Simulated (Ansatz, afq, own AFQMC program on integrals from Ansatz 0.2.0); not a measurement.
# Where AFQMC and coupled cluster stand for B$_{2}$H, quartet

```csv
atom,x (Å),y (Å),z (Å)
B,-0.4854,0.0000,0.5270
B,0.4622,0.0000,-0.6621
H,0.2489,0.0000,1.4485
```

Connectivity, by distances: BH–B.

Basis 6-31G. Noble-gas cores (and the filled d shells of Ga–Kr and In–Xe) are frozen. Ansatz 0.2.0 and our own AFQMC program on the same integrals; the CISD trial comes from CCSD amplitudes, and released means the phaseless constraint is let go. Uncertainties: one standard error, sampling alone.

Determinant: UHF, the one that the program's search chose, which needn't be the lowest solution. The geometry is a point of a scan.

Full CI on the same integrals is exact in this basis and with this determinant's frozen core.

Cautions: lower spins were not checked.

```
T1 diagnostic                               : 0.0372
weight of the determinant in the CISD state : 0.913
⟨S²⟩ of the determinant                     : 3.766
size of the correlated space                : 7 electrons in 18 orbitals
```

Reference: full CI, correlation energy -2.396 eV. The released energy is read at 2.40 1/Eh (meV from the phaseless value at times in 1/Eh: -5.2 ± 1.7 at 0.24, -6.0 ± 1.3 at 0.51, -7.1 ± 1.3 at 0.99, -9.5 ± 1.1 at 1.62, -11.3 ± 0.9 at 2.40).

```csv
level,E − E(reference) (kJ/mol),share of correlation (%)
HF,231.1,0.00
MP2,70.2,69.64
CCSD,8.7,96.25
CCSD(T),2.6,98.86
CCSDT,0.4,99.81
CCSDT(Q),0.1,99.96
CCSDTQ,0.0,99.99
ph-AFQMC/CISD,1.3 ± 0.2,99.43
released AFQMC,0.2 ± 0.09,99.90
```

CCSDT and higher add their correlation energy to the determinant of the CCSD(T) run, since their own runs factorise the integrals more tightly (a shift of under 2 meV). A walk keeps the symmetry of its determinant, which the program's search chose and which needn't be the lowest solution, so a lower state of the same spin and another symmetry isn't excluded. Released energies are given only where the last usable release times agree within the noise; a slower fall can still hide under it.
